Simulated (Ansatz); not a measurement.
# P2H (quartet): the correlation ladder, cc-pVTZ

An exercise on one series of results from a longer session: the logs are not shown, and one member is left open.

Method: cc-pVTZ, core rule «outside noble gas», up to 10 orbitals frozen; program: Ansatz 0.2.0, Gaussian basis.

The runs, in order: UHF; CCSD(T) on ROHF; CCSD(T) on UHF; BCCD(T) on ROHF; CCSDT(Q) on ROHF; CCSDT(Q) on UHF; CASSCF and MRCISD+Q, 11 electrons in 9 orbitals; CASSCF and NEVPT2, 11 electrons in 9 orbitals.

3 further runs of the same task are left out: 3 set aside as unsound or not needed.

## The geometry

The geometry is a PBE0/def2-TZVP stationary point (not a proven minimum) of the parent state, kept for this charge and spin.

3 atoms, charge 0, spin multiplicity 4.

Atoms are counted from 1 here; the program's logs count them from 0.

Bond lengths: P1–P2 1.991 Å, P1–H3 1.433 Å. Angles: P2–P1–H3 97.2°.

Set-up of the first run:

in.yaml reads:

```yaml
crystal:
  periodic: [false, false, false]
  atoms:
    - {symbol: P, position_ang: [0.000000, -0.076741, 0.973875]}
    - {symbol: P, position_ang: [0.000000, 0.033358, -1.013963]}
    - {symbol: H, position_ang: [0.000000, 1.333150, 1.231888]}
basis:
  gaussian: {orbitals: cc-pVTZ}
magnetization: {spin_polarized: true, initial_magnetization: 3}
hamiltonian: {xc: hf}
output: {orbitals: {seedname: orbitals}}
```

Command:

```sh
> ansatz run in.yaml --threads 1 --pin off --events-out ev --progress --plain --max-ram 3968MiB --backend cpu
```

Steps of the session up to this table: UHF; CCSD(T) on ROHF; CCSD(T) on UHF; BCCD(T) on ROHF; CCSDT(Q) on ROHF; CCSDT(Q) on UHF; CASSCF and MRCISD+Q, 11 electrons in 9 orbitals; CASSCF and NEVPT2, 11 electrons in 9 orbitals.

One of the session's tables, all rows but one given; the rest of the session is left out.

| method | from UCCSDT(Q) (kJ/mol) |
| --- | --- |
| ROHF | +756.1 |
| UHF | ? |
| RMP2 | +130.9 |
| UMP2 | +139.7 |
| RCCSD | +38.1 |
| UCCSD | +36.9 |
| RCCSD(T) | +5.9 |
| UCCSD(T) | +6.0 |
| BCCD(T) | +5.9 |
| RCCSDT | +1.8 |
| UCCSDT | +1.6 |
| RCCSDT(Q) | +0.2 |
| UCCSDT(Q) | 0 |
| CASSCF valence | +654.8 |
| NEVPT2 valence | +159.4 |
| MRCISD valence | +79.4 |
| MRCISD+Q valence | +15.2 |

Q: Estimate the row for UHF from the others.

The run gave: from UCCSDT(Q) (kJ/mol): +723.6. In the column «from UCCSDT(Q) (kJ/mol)» it lies between CASSCF valence (+654.8) and ROHF (+756.1).

Limits of these values: Restricted and unrestricted rows rest on different reference determinants; where their highest levels disagree by more than a few hundredths of an eV, they describe different states and don't form one ladder.
